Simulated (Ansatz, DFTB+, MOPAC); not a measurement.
System: CN, charge 1, multiplicity 1. SMILES of the parent species: [C]#N

Atoms: C1, N2. Bonds: C1-N2.

Bond lengths (Å) and angles (degrees) optimised at PM7 with MOPAC; SCC-DFTB with DFTB+; PBE/6-31G* with Ansatz (a first-principles code), each started from the B3LYP-D3(BJ)/def2-TZVP structure (Ansatz) of the last column. A row stands for all coordinates that are equal there. 6-31G* holds six Cartesian d functions.

```json
[
 {"coordinate": "C1-N2", "PM7": "1.113", "SCC-DFTB": "1.173", "PBE/6-31G*": "1.190", "B3LYP-D3(BJ)/def2-TZVP": "1.172"}
]
```

Mean signed difference of all 1 bond lengths from B3LYP-D3(BJ)/def2-TZVP: PM7 -0.060 Å, SCC-DFTB 0.001 Å, PBE/6-31G* 0.018 Å.
